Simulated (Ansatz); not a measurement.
Complex (SMILES): Cl (HCl) with S (H2S), atoms 1 to 2 the first; geometry from NCB31 set, monomers rigid:
```xyz
5

Cl    -1.9116     0.0000     0.0035
H     -0.6273    -0.0001    -0.1041
S      1.8425     0.0000    -0.1015
H      1.8228    -0.9618     0.8347
H      1.8219     0.9619     0.8346
```

Basis-set convergence of the counterpoise-corrected interaction energy at PBE with Ansatz (an electronic-structure program). Cartesian d functions, on some or all atoms, in 6-311G**; all else is spherical. The program fits the integrals of some runs and decomposes those of others, by size. No added dispersion term, no relativity. Functions are those of the species that has most. Reference: the value in aug-pcseg-3, -3.90 kcal/mol, itself unsure by roughly 0.01 kcal/mol (its mean distance from aug-cc-pV(Q+d)Z, def2-QZVPPD). Deviations are taken from unrounded values.

```tsv
basis	functions	counterpoise-corrected interaction energy (kcal/mol)	minus reference (kcal/mol)
6-31G	32	-4.19	-0.29
pcseg-0	32	-4.49	-0.59
def2-SV(P)	42	-4.23	-0.32
6-311G**	72	-3.92	-0.01
def2-SVPD	78	-4.05	-0.15
def2-TZVP	92	-4.00	-0.10
def2-TZVPD	119	-3.93	-0.02
cc-pV(T+d)Z	120	-3.91	-0.01
def2-TZVPPD	153	-3.92	-0.02
aug-pcseg-2	169	-3.90	0.00
cc-pV(Q+d)Z	218	-3.92	-0.02
def2-QZVPPD	257	-3.91	-0.01
pcseg-4	393	-3.91	0.00
```

The smallest set listed that lies within 0.2 kcal/mol of the reference with all its larger relatives (same family, alike in diffuse functions; a set with none counts only in the reference's own line) is def2-SVPD (78 functions, -0.15 kcal/mol off). Inside, with no larger relative to test it: 6-311G**, pcseg-4. (Relatives not listed, tested too: def2-TZVPP -0.02, def2-QZVP -0.01, def2-QZVPP -0.01, aug-pcseg-3 0.00, cc-pV(5+d)Z 0.00 kcal/mol.)
